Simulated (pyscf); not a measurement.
Single points on ωB97X-D3(BJ)/def2-SVP structures (PySCF, gas phase).

Q: For the elementary gas-phase step `[OH][BH][O][SiH3]` + `[H][H]` → `[OH][BH][OH]` + `[SiH4]` (singlet surface; O–Si, H–H broken, H–O, H–Si formed), what barrier and reaction energy does ωB97M-D3(BJ)/def2-TZVP give, measured from the separated reactants?

A: ΔE‡ = 2.48 eV, ΔE = +0.66 eV. Zero-point energy shifts the barrier by +0.09 eV. It is a four-centre exchange, with an imaginary mode of 1296i cm⁻¹. This is the saddle that the search found; another between the same sides may lie lower.
